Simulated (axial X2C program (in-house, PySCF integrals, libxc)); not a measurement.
# Linear SiCN⁻ at several levels

An exercise on one series of results from a longer session: the logs are not shown, and one member is left open.

Program: an in-house X2C program for linear molecules on PySCF integrals. Level of theory: all-electron X2C, two-component (2c) or spin-free, Si dyall-v3z, C dyall-v3z, N dyall-av3z. These are calculated values, not measurements.

All values are calculated.

2 further runs of the same task are left out: 2 set aside as unsound or not needed.

Set-up of the first run:

task.json

```json
{"zs": [14, 6, 7], "q": -1, "bas": ["dyall-v3z", "dyall-v3z", "dyall-av3z"], "r0": [1.86, 1.16], "symm": 0, "scan": ["PBE0", "HF", "PBE"], "levels": ["PBE0", "HF", "TPSSh"], "nst": 2}
```

Keys: zs atomic numbers; q charge; bas basis sets; r0 starting distance in Å; symm equal bonds; scan levels of the two-bond scan; levels methods; nst determinants followed.

Command:

```console
$ python solin.py task.json out
```

Masses Si 27.977, C 12.000, N 14.003 u.

Among the steps run: Scan at PBE0, 2c; Scan at HF, 2c; Scan at PBE, 2c.

One table of the session follows, with a row left open; its other results are not shown here.

```
          level  r(Si–C) (Å)  r(C–N) (Å)  lower stretch (cm⁻¹)  upper stretch (cm⁻¹)
       PBE0, 2c        1.875       1.171                 518.0                2087.1
         HF, 2c        1.918       1.147                 462.0                2082.2
        PBE, 2c        1.877       1.186                 515.8                1982.5
PBE0, spin-free        1.875       1.171                 518.1                2087.1
  HF, spin-free            ?           ?                     ?                     ?
 PBE, spin-free        1.877       1.186                 515.9                1982.5
```

**Question.** Estimate the row for HF, spin-free.

The run gave: r(Si–C) (Å): 1.917; r(C–N) (Å): 1.147; lower stretch (cm⁻¹): 462.3; upper stretch (cm⁻¹): 2081.7. In the column «r(Si–C) (Å)» it lies between PBE, spin-free (1.877) and HF, 2c (1.918).

Scans not shown above were run alike.

Limits of these values: For an anion the highest level of a functional can be positive, and the basis then holds the extra electron. The molecule was held linear; bending was not examined, so a bent shape may lie lower.
